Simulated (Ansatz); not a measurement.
Forces away from equilibrium

CH4BO (SMILES [CH2-]BO) (charge -1), singlet, displaced at random from a GFN2-xTB minimum.

| atom | x (Å) | y (Å) | z (Å) |
| --- | --- | --- | --- |
| C1 | -0.7491 | 0.2257 | -0.5023 |
| B2 | 0.2991 | 0.2826 | 0.4765 |
| O3 | 1.3138 | -0.7581 | 0.6387 |
| H4 | -0.8934 | -0.5884 | -1.2590 |
| H5 | -1.5245 | 1.0461 | -0.6794 |
| H6 | 0.4592 | 1.1883 | 1.2678 |
| H7 | 1.0843 | -1.4200 | -0.0207 |

Program: Ansatz 0.2.0. Basis: def2-TZVPPD. Cores are frozen in the correlated methods.

CCSD(T) forces from the calculation:
```
atom      Fx      Fy  Fz (eV/Å)
  C1  -2.121   0.550     -1.739
  B2   0.987  -0.172      0.727
  O3  -0.207   0.109     -0.048
  H4   0.217   0.395      0.543
  H5   1.021  -0.945      0.398
  H6   0.013   0.078      0.069
  H7   0.089  -0.016      0.050
```

(1) Which atom feels the largest CCSD(T) force, and how large is it?

T1 diagnostic: at most 0.014.

Answers

(1) C1, 2.80 eV/Å, along (-0.76, 0.20, -0.62).

Root-mean-square difference of the force components from those of CCSD(T): PBE0-D4 0.139; wB97M-V 0.120; r2SCAN-D4 0.109; PBE-D4 0.193; B97M-V 0.184; BLYP-D4 0.195 eV/Å.

For scale, one of the runs: CCSD(T)/def2-TZVPPD forces, 182 basis functions (an equivalent command: `ansatz run in.yaml --threads 4`). Hardware: 4 CPU threads, shared host. Wall time 100 s; peak host memory 3.7 GiB.
